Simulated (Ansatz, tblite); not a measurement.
Cost and result up the ladder for Li2O⁻ (3 atoms). Charge -1, multiplicity 2. Geometry: PBE-D4/def2-TZVPD.

```xyz
3

Li   -0.650   -0.087   -1.353
Li    0.827   -0.347    1.207
O    -0.177    0.434    0.146
```

Ansatz on 4 threads of Intel Xeon on a shared host; xTB runs through tblite on one thread. Times are rough, summed over both states, and most runs start from the orbitals of an earlier one. PBE-QIDH/def2-TZVPD serves as the yardstick here, not as an exact answer. The other state is a quartet at its own geometry, which has other bonds, so the gap mixes isomer and spin.

The xTB rows come from tblite. B3LYP takes the VWN-RPA correlation. Correlated methods freeze 1 core orbital; core or outer-core shells of Li are correlated, in sets that lack core-valence functions. HOMO above LUMO, or a gap near zero within one spin, warns that the state may not be the lowest or that an electron is smeared out. The structure comes from a short search, and lower isomers may exist.

Run but left out: HF/STO-3G (doublet: ⟨S²⟩ 1.74, where a pure state has 0.75); HF/def2-TZVPPD, MP2/def2-TZVPPD, CCSD/def2-TZVPPD, CCSD(T)/def2-TZVPPD (flagged by the program: other roots).

Correlated methods converge slowly with the basis.

xTB has no spin-polarisation term.

| level | functions | quartet − doublet (eV) | difference from PBE-QIDH/def2-TZVPD (eV) | remarks |
| --- | --- | --- | --- | --- |
| PBE-QIDH/def2-TZVPD (with forces) | 74 | 1.24 | 0.00 | – |
| RPA@PBE/def2-TZVPD | 74 | 1.38 | 0.14 | – |
| GFN2-xTB | 12 | 4.46 | 3.21 | – |
| ωB97M-V/def2-TZVPD | 74 | 1.68 | 0.44 | HOMO above zero (doublet) |
| BHLYP-D4/def2-TZVPD | 74 | 0.95 | -0.30 | HOMO above zero (doublet), HOMO above zero (quartet) |
| GFN1-xTB | 12 | 5.09 | 3.85 | – |
| PBE0-D4/def2-TZVPD | 74 | 1.27 | 0.03 | HOMO above zero (doublet), HOMO above zero (quartet) |
| PBE-D4/def2-TZVPD | 74 | 1.76 | 0.52 | HOMO above zero (doublet), HOMO above zero (quartet), gap within one spin near zero (doublet) |
| r2SCAN-D4/def2-TZVPD | 74 | 1.48 | 0.23 | HOMO above zero (doublet), HOMO above zero (quartet) |
| revPBE-D4/def2-TZVPD | 74 | 1.60 | 0.36 | HOMO above zero (doublet), HOMO above zero (quartet), gap within one spin near zero (doublet) |
| MP2/def2-TZVPD | 74 | 1.71 | 0.46 | HOMO above zero (doublet) |
| B3LYP-D4/def2-TZVPD | 74 | 1.51 | 0.26 | HOMO above zero (doublet), HOMO above zero (quartet) |

Task: Estimate how long each takes.

Result: GFN2-xTB 0.007 s; GFN1-xTB 0.01 s; MP2/def2-TZVPD 3 s; BHLYP-D4/def2-TZVPD 3.9 s; revPBE-D4/def2-TZVPD 3.9 s; RPA@PBE/def2-TZVPD 4.8 s; PBE-D4/def2-TZVPD 5.2 s; r2SCAN-D4/def2-TZVPD 6 s; B3LYP-D4/def2-TZVPD 6.6 s; PBE-QIDH/def2-TZVPD (with forces) 7.2 s; PBE0-D4/def2-TZVPD 14 s; ωB97M-V/def2-TZVPD 20 s. On shared hardware such times vary by a factor of up to 3.
